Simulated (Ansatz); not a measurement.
A made-up structure of CH5AlSi, closed shell:

C1  (-1.239, 0.806, -0.900)
Si2  (0.086, 0.802, 0.199)
Al3  (1.134, -1.308, 0.733)
H4  (-1.777, 1.698, -1.203)
H5  (-1.599, -0.117, -1.345)
H6  (0.495, 2.124, 0.749)
H7  (2.360, -1.405, 1.734)
H8  (-1.559, 0.733, 0.108)
(Å)

It is relaxed with PBE-D4/def2-SVP and then PBE0-D4/def2-TZVP (Ansatz 0.2.0). Atoms count as bonded within 1.22 times the sum of their covalent radii (H–H: 0.88 Å). The end point is not checked to be a true minimum.

**Question.** Does its bonding change? (Judge from chemistry; the calculation decides.)

**Answer.** The calculation gives: Yes. Formed: none; broken: Si2–H8.

Where it ends: The first stage lowers the energy by 2.70 eV in 20 steps. It ends as CH₅AlSi ([CH3][SiH][AlH]):
```
8
angstrom
C -1.4377 0.7469 -0.6367
Si -0.1444 0.7374 0.7529
Al 1.6856 -0.7180 0.5319
H -1.0448 1.1521 -1.5701
H -1.8321 -0.2537 -0.8209
H 0.5013 2.1002 0.7182
H 2.4455 -1.8123 1.4193
H -2.2717 1.3801 -0.3198
```

Labels in which every atom is bracketed show which atoms are joined, not bond orders.

For scale, one of the runs: PBE0-D4/def2-TZVP relaxation, 135 basis functions, launched by `ansatz run in.yaml --threads 2 --pin off --events-out ev --progress --plain --max-ram 4352MiB`. Hardware: 2 CPU threads of an Arm Neoverse V2, shared host. Wall time about 11 s.
